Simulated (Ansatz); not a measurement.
## Multireference treatment of MgH2, singlet

Calculated in Ansatz's Gaussian-basis code. Basis cc-pV(T+d)Z on Mg, cc-pVTZ on H, nonrelativistic, 1 orbital frozen in the corrections. State-specific CASSCF; RHF is the lowest restricted (open-shell) Hartree–Fock solution met. No symmetry is imposed, so a solution can break that of the shape. The lowest solution met needn't be the lowest there is, nor hold the orbitals that a chemist would pick.

Geometry:

```
atom   x (Å)   y (Å)    z (Å)
  Mg  0.0000  0.0000   0.0000
   H  0.0000  0.0000   1.9550
   H  0.0000  0.0000  -1.7000
```

Q: What do CASSCF and its corrections give against RHF in CAS(4,6), and what are the occupations?

A: CASSCF -1.265 eV, SC-NEVPT2 -3.121 eV; occupations 1.96, 1.95, 0.05, 0.02, 0.01, 0.01.
